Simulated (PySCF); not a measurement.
A complex of isothiocyanic acid and hydrogen fluoride

A gas-phase complex of isothiocyanic acid and hydrogen fluoride; neutral, singlet. The structure comes from a short search (a few tight-binding starts) and was relaxed by PBE0-D3(BJ)/def2-SVPD; another way of binding may lie lower. No frequency run checks that it is a minimum.

Parts: 1 = isothiocyanic acid (N=C=S), atoms 1–4; 2 = hydrogen fluoride (F), atoms 5–6.

Coordinates in Å:
```
N1     -0.967    0.035    0.270
C2      0.221   -0.030    0.190
S3      1.805   -0.025    0.197
H4     -1.786   -0.358   -0.163
F5      1.787    2.012   -2.288
H6      1.848    1.438   -1.557
```

Contacts between parts, classed by geometry: H6···S3 2.285 Å (hydrogen bond, 175°).

Interaction energies are complex less parts, with the parts frozen as they stand in it; counterpoise-corrected, in kcal/mol (PySCF). The CCSD(T) estimate is Hartree-Fock/aug-cc-pVTZ, plus the MP2 correlation part extrapolated as X⁻³ from aug-cc-pVDZ and aug-cc-pVTZ, plus CCSD(T) less MP2 in aug-cc-pVDZ; noble-gas cores are frozen. It isn't the exact limit.

Give the interaction energy at each level run.


```
                         level  interaction  superposition error removed
      Hartree-Fock/aug-cc-pVTZ        -2.15                            -
               MP2/aug-cc-pVTZ        -3.88                        -0.70
CCSD(T), estimated basis limit        -4.02                            -
```

What holds them together? Decompose the MP2/aug-cc-pVTZ energy: frozen parts, their antisymmetrised product, then relaxation.

electrostatic -5.6, Pauli repulsion +7.4, orbital relaxation -4.1, correlation -2.3 kcal/mol, which sum to the value before the counterpoise correction, the first three by Hartree-Fock. Of the attraction, 47 % is electrostatic, 34 % is orbital relaxation, 19 % is correlation.
